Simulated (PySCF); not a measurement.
## Frontier levels across methods

Compound: C2H3N2P.
SMILES with atom numbers: `[cH:1]1[n:2][nH:3][cH:4][p:5]1` (hydrogens: H6 on C1; H7 on N3; H8 on C4)

Basis pcSseg-2 throughout (PySCF), one geometry. Geometry: PBE0-D3(BJ)/def2-SVP; no solvent, vibrations or thermal averaging.

Q: How do the orbital energies, the gap and the dipole change with the method?

A: 
| method | kind | HOMO (eV) | LUMO (eV) | gap (eV) | μ (D) | SCF cycles |
| --- | --- | --- | --- | --- | --- | --- |
| BLYP | GGA | -5.92 | -1.44 | 4.49 | 2.34 | 15 |
| B97-D | GGA | -6.03 | -1.50 | 4.53 | 2.38 | 16 |
| KT3 | GGA | -6.11 | -1.52 | 4.59 | 2.33 | 16 |
| OPBE | GGA | -6.12 | -1.49 | 4.62 | 2.45 | 16 |
| PBE | GGA | -6.12 | -1.57 | 4.55 | 2.40 | 16 |
| KT2 | GGA | -6.13 | -1.52 | 4.60 | 2.33 | 16 |
| BP86 | GGA | -6.20 | -1.66 | 4.54 | 2.39 | 15 |
| LDA | LDA | -6.30 | -1.76 | 4.54 | 2.39 | 15 |
| B3LYP | global hybrid | -6.86 | -0.90 | 5.96 | 2.37 | 14 |
| PBE0 | global hybrid | -7.08 | -0.69 | 6.39 | 2.43 | 14 |
| mPW1PW91 | global hybrid | -7.09 | -0.71 | 6.39 | 2.42 | 14 |
| HF | Hartree–Fock | -8.96 | 2.34 | 11.30 | 2.55 | 12 |

The HOMO spans 3.03 eV, from BLYP down to HF, and the gap runs from 4.49 eV (BLYP) to 11.30 eV (HF). Over the methods BLYP (0 %), B97-D (0 %), KT3 (0 %), OPBE (0 %), PBE (0 %), KT2 (0 %), BP86 (0 %), LDA (0 %), B3LYP (20 %), PBE0 (25 %), mPW1PW91 (25 %), HF (100 %), a straight line through the gap against the share of exact exchange rises by 0.68 eV for each 10 % (correlation coefficient 0.999). The dipole ranges from 2.33 D (KT3) to 2.55 D (HF). This basis has no diffuse functions.
